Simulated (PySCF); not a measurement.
S: ionisation energy

S [Ne] 3s2 3p4 (3P) → S⁺ [Ne] 3s2 3p3 (4S), as a difference of total energies. Calculation: PySCF 2.14, in aug-cc-pwCVQZ (10s9p7d5f3g, 134 functions); no relativity, point nucleus. Correlated levels: valence: [Ne] frozen; valence and next inner shell: 1s2 frozen; nothing frozen. The calculations carry no spin-orbit coupling.

```tsv
method	ionisation energy (eV)	error (eV)
UHF	9.238	-1.098
LDA	10.568	+0.232
PBE	10.431	+0.095
PBE0	10.405	+0.069
r2SCAN	10.379	+0.043
PW91	10.499	+0.163
PBEsol	10.375	+0.039
BHandHLYP	10.361	+0.025
MP2 (valence)	10.108	-0.228
SCS-MP2 (valence)	10.211	-0.125
MP2 (valence and next inner shell)	10.121	-0.215
SCS-MP2 (valence and next inner shell)	10.218	-0.118
MP2 (all electrons)	10.123	-0.213
SCS-MP2 (all electrons)	10.219	-0.117
```

Reference: 10.336 eV (measured; NIST levels, between the centres of gravity of the two terms).
